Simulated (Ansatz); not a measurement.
HfO2 (P2₁/c, No. 14) was calculated with HSE06 (PAW; Ansatz, a first-principles code).

Numerical settings: plane-wave cutoff 460 eV, 4×4×4 k mesh, Fermi–Dirac smearing 0.01 eV, scalar-relativistic PAW data made under PBE.

Cell (relaxed with PBEsol):

HfO2 is modelled in the monoclinic space group P2₁/c (No. 14), Pearson symbol mP12. Conventional cell: a = 5.097 Å, b = 5.178 Å, c = 5.271 Å, α = γ = 90.00°, β = 99.62°. Hf on 4e is coordinated by 7 O at 2.039–2.231 Å. O1 on 4e sees 4 Hf at 2.136–2.231 Å. O2 on 4e is coordinated by 3 Hf at 2.039–2.134 Å. (Neighbours: up to the widest gap in distance over summed covalent radii, below 1.35, at either atom; cation-cation and far metal-metal contacts left out.)

**Question.** Predict the band gap, smallest direct gap on the k points sampled and direct gap at Γ.

**Answer.** 
band gap: 5.67 eV (on the SCF k mesh)
smallest direct gap on the k points sampled: 5.77 eV
direct gap at Γ: 6.18 eV

Measured, for comparison: band gap 5.7 eV (temperature not stated, not corrected to a static lattice, our sources range from 5.70 to 5.84; as tabulated in Choudhary et al. (2018), arXiv:1804.01032).

Note: cell and atoms aren't relaxed at this level (largest force component 0.14 eV/Å, pressure 2.1 GPa).

Spin–orbit coupling is not included.

Computed values are for the static lattice.

The result took very roughly 7 core-minutes.
